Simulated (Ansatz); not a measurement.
A nudged elastic band was laid between two geometries of C2H4Al (7 atoms, charge -1, multiplicity 1).

Level of theory: RKS r2SCANh-D4/def2-SVP in Ansatz.

```json
{"movable images": "7", "climbing image": "yes", "spring": "5.0 eV/Å²", "optimiser": "quadratic models (default)", "start path": "through a guess of the saddle point", "force threshold": "0.05 eV/Å", "iteration limit": "57", "end points": "relaxed"}
```

First end point:

```xyz
7
Properties=species:S:1:pos:R:3
C -1.108 -0.324 -1.123
C -0.198 -0.057 -0.199
Al 1.062 0.311 1.075
H -2.189 -0.464 -0.906
H -0.878 -0.435 -2.205
H 1.451 1.828 1.493
H 1.859 -0.859 1.864
```

Last end point:

```xyz
7
Properties=species:S:1:pos:R:3
C -0.535 -0.259 -1.303
C -1.145 -0.190 -0.097
Al 0.563 0.175 0.646
H -2.227 -0.343 0.002
H 0.630 -0.078 -1.275
H 1.153 1.674 0.831
H 1.561 -0.979 1.196
```

Problem. Which bonds break or form, and what moves?

Solution. Bonds broken: C1–H4. Bonds formed: C2–H4.

Problem. Give the energies along the band, and the barrier.

Solution. The forces met the threshold. The highest image is number 5 of 0 to 8, 1.42 eV above the first end and 0.97 eV above the last; the last end lies 0.45 eV above the first. The profile has 2 maxima (images 1, 5) with wells between them (image 2): this band takes more than one step, which may be the mechanism or a detour left from its start path. A vibrational analysis at the climbing image gives one clearly imaginary mode, 217i cm⁻¹: a first-order saddle point. The orbitals stay closed-shell, which can raise the energy where a bond breaks towards radicals; this wasn't checked here. Limits of this set-up: an anion without diffuse functions, the dipole of an ion depends on the origin.

| image | path coordinate (Å) | energy (eV) | C1–H4 (Å) | C2–H4 (Å) |
| --- | --- | --- | --- | --- |
| 0 | 0.00 | 0.00 | 1.11 | 2.15 |
| 1 | 1.55 | 0.97 | 1.12 | 2.17 |
| 2 | 3.11 | 0.23 | 1.11 | 2.19 |
| 3 | 4.66 | 0.68 | 1.10 | 1.90 |
| 4 | 6.21 | 1.38 | 2.11 | 1.19 |
| 5 | 7.77 | 1.42 | 2.11 | 1.15 |
| 6 | 9.15 | 1.23 | 2.13 | 1.11 |
| 7 | 10.54 | 0.90 | 2.14 | 1.10 |
| 8 | 11.93 | 0.45 | 2.14 | 1.10 |

Problem. What is the geometry of the highest image?

Solution. 
```xyz
7
Properties=species:S:1:pos:R:3:forces:R:3
C -1.038 -0.678 -1.544 0.00 0.00 0.00
C -0.593 -0.115 -0.418 0.00 0.00 0.00
Al 0.711 0.152 0.981 0.00 0.00 0.00
H -0.813 1.003 -0.284 0.00 0.00 0.00
H -0.910 -1.787 -1.550 0.00 0.00 0.00
H 0.315 1.296 2.068 0.00 0.00 0.00
H 2.327 0.130 0.747 0.00 0.00 0.00
```

The run took 8.7 min on 1 CPU thread of a shared host.
